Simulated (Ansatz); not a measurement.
## Worked example: HO–N–Si⁺, doublet against HO–N–Si, singlet

Geometry (PBE0/def2-TZVP stationary point of a singlet), kept for both states (HO–N–Si, singlet: A; HO–N–Si⁺, doublet: A):

```yaml
atoms:
  - { symbol: O, position_ang: [0.0000, -0.2872, 0.9608] }
  - { symbol: N, position_ang: [0.0000, -0.1547, -0.3644] }
  - { symbol: Si, position_ang: [0.0000, -0.1669, -1.9186] }
  - { symbol: H, position_ang: [0.0000, 0.6087, 1.3221] }
```

Basis cc-pVDZ; Ansatz 0.2.0. Only valence electrons are correlated (noble-gas cores frozen). Prefix R: restricted or restricted open-shell reference; prefix U: unrestricted.

Full CI isn't at hand for all of this; RCCSDT(Q) serves as the reference, and is uncertain by about the last step of the cluster series. The frozen core follows each run's orbitals, which can shift R against U totals by a few meV.

```json
{"level": "UHF", "E(HO–N–Si, singlet) (hartree)": "-418.724092", "E(HO–N–Si⁺, doublet) (hartree)": "-418.433027"}
{"level": "RCCSD(T)", "E(HO–N–Si, singlet) (hartree)": "-419.199584", "E(HO–N–Si⁺, doublet) (hartree)": "-418.871180"}
{"level": "PBE", "E(HO–N–Si, singlet) (hartree)": "-419.704263", "E(HO–N–Si⁺, doublet) (hartree)": "-419.374325"}
{"level": "r2SCAN", "E(HO–N–Si, singlet) (hartree)": "-419.890329", "E(HO–N–Si⁺, doublet) (hartree)": "-419.556932"}
{"level": "RCCSDT(Q)", "E(HO–N–Si, singlet) (hartree)": "-419.202714", "E(HO–N–Si⁺, doublet) (hartree)": "-418.873920"}
```

**Question.** Give the vertical gap, HO–N–Si⁺ doublet less HO–N–Si singlet, at each level in eV (1 hartree = 27.2114 eV), and each error against RCCSDT(Q).

**Answer.** RCCSDT(Q): (-418.873920 − (-419.202714)) × 27.2114 = 8.947 eV (the reference)
r2SCAN: (-419.556932 − (-419.890329)) × 27.2114 = 9.072 eV, error 0.125 eV
PBE: (-419.374325 − (-419.704263)) × 27.2114 = 8.978 eV, error 0.031 eV
RCCSD(T): (-418.871180 − (-419.199584)) × 27.2114 = 8.936 eV, error -0.011 eV
UHF: (-418.433027 − (-418.724092)) × 27.2114 = 7.920 eV, error -1.027 eV

Total energies of functionals can't be set beside those of wave-function methods, since they hold the core's correlation and their own absolute errors; only the differences compare.

In so small a basis the reference is far from its limit while semilocal and hybrid functionals are nearer theirs, so the functionals' errors here hold much of the reference's basis and frozen-core error, which can add to them or hide them.

Each level lands on the state that its own search finds. T1 diagnostics of restricted CCSD: 0.024 and 0.040.
